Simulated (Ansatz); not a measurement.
Chalcopyrite CdSnAs₂

All values below come from PBEsol in Ansatz (PAW).

Numerical settings: plane-wave cutoff 500 eV, 10×10×10 k mesh, Fermi–Dirac smearing 0.05 eV, scalar-relativistic PAW data made under PBE.

Cell (relaxed at this level):

```cif
data_As4Cd2Sn2
_chemical_formula_sum 'Cd2 Sn2 As4'
_space_group_name_H-M_alt 'P 1'
_space_group_IT_number 1
_cell_length_a 7.39424
_cell_length_b 7.39424
_cell_length_c 7.39424
_cell_angle_alpha 131.269
_cell_angle_beta 131.269
_cell_angle_gamma 71.386
loop_
_space_group_symop_operation_xyz
  'x, y, z'
loop_
_atom_site_label
_atom_site_type_symbol
_atom_site_fract_x
_atom_site_fract_y
_atom_site_fract_z
_atom_site_occupancy
Cd1 Cd 0.00000 0.00000 0.00000 1
Cd2 Cd 0.75000 0.25000 0.50000 1
Sn1 Sn 0.50000 0.50000 0.00000 1
Sn2 Sn 0.25000 0.75000 0.50000 1
As1 As 0.87500 0.87384 0.49884 1
As2 As 0.12616 0.62500 0.00116 1
As3 As 0.37500 0.37616 0.50116 1
As4 As 0.62384 0.12500 0.99884 1
```

* **band gap**: zero (no gap)

Measured, for comparison: band gap 0.26 eV (temperature not stated, not corrected to a static lattice, direct or pseudo-direct at Γ; as tabulated in Ghosh et al. (2024), arXiv:2401.16805).

Note: the relaxation could not lower the start's symmetry, so the cell can be a saddle point above a distorted one.

Spin–orbit coupling is not included.

The computed numbers hold no vibrational or temperature effects.

It cost about 19 core-minutes (a rough figure) of CPU time.

Ansatz is a quantum-chemistry and plane-wave program.
